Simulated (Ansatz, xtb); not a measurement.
Two isomers of C4H3F

Structure X is `C#CC(=C)F`, a singlet and structure Y is `C#C/C=C/F`, a singlet. Both are isolated molecules in the gas phase, relaxed with PBE0-D3(BJ)/def2-SVP.

**Question.** Estimate which is lower in electronic energy at CCSD(T)/def2-SVP + ΔMP2/def2-TZVPP, and by roughly how much.

**Answer.** CCSD(T)/def2-SVP + ΔMP2/def2-TZVPP gives E(Y) − E(X) = −2.11 kJ/mol, slightly favouring structure Y, which is too small a margin to settle the true order.

Level by level:

| level | geometry | E(Y) − E(X) (kJ/mol) | departure from the last row (kJ/mol) | job, with rough time for the two |
| --- | --- | --- | --- | --- |
| GFN2-xTB | GFN2-xTB | −7.83 | −5.73 | optimisation, 0.08 s |
| HF/STO-3G | GFN2-xTB | −5.53 | −3.42 | single point, 0.2 s |
| r2SCAN-D4/def2-SVP | GFN2-xTB | −4.84 | −2.74 | single point, 3.1 s |
| PBE0-D3(BJ)/def2-SVP | PBE0-D3(BJ)/def2-SVP | −6.63 | −4.52 | optimisation, 17 s |
| HF/def2-SVP | PBE0-D3(BJ)/def2-SVP | −6.90 | −4.80 | part of the CCSD(T) run |
| MP2/def2-SVP | PBE0-D3(BJ)/def2-SVP | −4.35 | −2.25 | part of the CCSD(T) run |
| CCSD(T)/def2-SVP | PBE0-D3(BJ)/def2-SVP | −3.88 | −1.78 | single point |
| CCSD(T)/def2-SVP + ΔMP2/def2-TZVPP | PBE0-D3(BJ)/def2-SVP | −2.11 |  | single point, 17 s |

As drawn, both hold the same kinds of bond in the same numbers.

The largest departure from CCSD(T)/def2-SVP + ΔMP2/def2-TZVPP is that of GFN2-xTB, 5.73 kJ/mol. The last row adds to CCSD(T) the change of the MP2 difference between the two basis sets, here +1.78 kJ/mol.

With harmonic frequencies from PBE0-D3(BJ)/def2-SVP (ideal gas, rigid rotor, one conformer each, 298.15 K, 1 atm): on the last row, ΔE + ΔZPE = −1.38, ΔH = −0.93, ΔG = −1.31 kJ/mol.

The correlated steps freeze 5 core orbitals. Codes used: Ansatz 0.2.0, xtb 6.7.1; the last row on 2 threads of Arm Neoverse V1 on a shared host.
